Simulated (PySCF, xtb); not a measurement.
CH2Cl2, SMILES ClCCl.

Harmonic wavenumbers (cm⁻¹) from GFN2-xTB (xtb) at its own minimum, in rising order: 255, 662, 685, 866, 1100, 1177, 1371, 2975, 2986.

**Question.** What does r2SCAN-D4/def2-TZVP (PySCF) give at its own minimum? (An estimate is asked for; the answer gives what the named calculation found.)

**Answer.** 283, 712, 723, 904, 1173, 1281, 1456, 3110, 3192. Paired by order, the mean absolute difference is 84 cm⁻¹ and the zero-point energies are 17.3 and 18.3 kcal/mol.
